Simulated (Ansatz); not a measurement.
**AlC, quartet in cc-pVTZ: errors against UCCSDT(Q)**

Geometry: a point of a stretch scan, not a stationary point.

```yaml
atoms:
  - { symbol: Al, position_ang: [0.0000, 0.0000, 0.0000] }
  - { symbol: C, position_ang: [0.0000, 0.0000, 2.1720] }
```

Basis cc-pVTZ; Ansatz 0.2.0. Only valence electrons are correlated (noble-gas cores frozen), which leaves 7 electrons in 58 orbitals. R marks a restricted (for open shells ROHF) determinant, U an unrestricted one. Active spaces: pair = (5e, 5o) about the gap; valence = (7e, 8o) chosen from the atoms' valence shells.

Full CI isn't at hand for all of this; UCCSDT(Q) serves as the reference, and is uncertain by about the last step of the cluster series. The frozen core follows each run's orbitals, which can shift R against U totals by a few meV.

For open shells CISD is restricted-active-space CI with the open shells as a complete middle space.

```
UHF ⟨S²⟩                          : 3.760
T1 diagnostic (RCCSD)             : 0.0445
largest doubles amplitude (RCCSD) : 0.084
T1 diagnostic (UCCSD)             : 0.0395
```

| level | E − E(UCCSDT(Q)) (kJ/mol) | share of correlation (%) | wall time |
| --- | --- | --- | --- |
| RHF | 448.6 | 0.00 | – |
| UHF | 442.9 | 1.28 | – |
| RMP2 | 102.5 | 77.16 | – |
| UMP2 | 101.2 | 77.43 | – |
| CISD | 43.3 | 90.35 | 8 s |
| RCCSD | 24.8 | 94.47 | – |
| UCCSD | 24.4 | 94.55 | – |
| RCCSD(T) | 5.9 | 98.70 | 3.6 s |
| UCCSD(T) | 5.6 | 98.74 | 4.5 s |
| BCCD(T) | 5.6 | 98.75 | 4.2 s |
| RCCSDT | 1.5 | 99.67 | – |
| UCCSDT | 1.3 | 99.71 | – |
| RCCSDT(Q) | 0.3 | 99.93 | 51 s |
| CASSCF (pair space) | 404.4 | 9.85 | – |
| NEVPT2 (pair space) | 106.7 | 76.21 | 1.5 s |
| MRCISD (pair space) | 47.6 | 89.38 | – |
| MRCISD+Q (pair space) | 15.6 | 96.52 | 2.2 s |
| CASSCF (valence space) | 316.8 | 29.39 | – |
| NEVPT2 (valence space) | 68.3 | 84.77 | 3.2 s |
| MRCISD (valence space) | 24.8 | 94.46 | – |
| MRCISD+Q (valence space) | 6.1 | 98.63 | 5.5 s |

The correlation energy at UCCSDT(Q), counted from RHF, is -4.650 eV. That run took 48 s on 1 thread of Arm Neoverse V1, shared host.

Times hold each run's SCF and search for its determinant on a shared host, so for small cases they say little of a method's own cost; they ran on 1 thread of Arm Neoverse V1.

Natural occupations of CASSCF (valence space) about the gap: 1.975 1.895 1.007 0.991 0.991 0.058 0.058 0.025; effectively unpaired electrons, Σ n²(2−n)², 3.07.
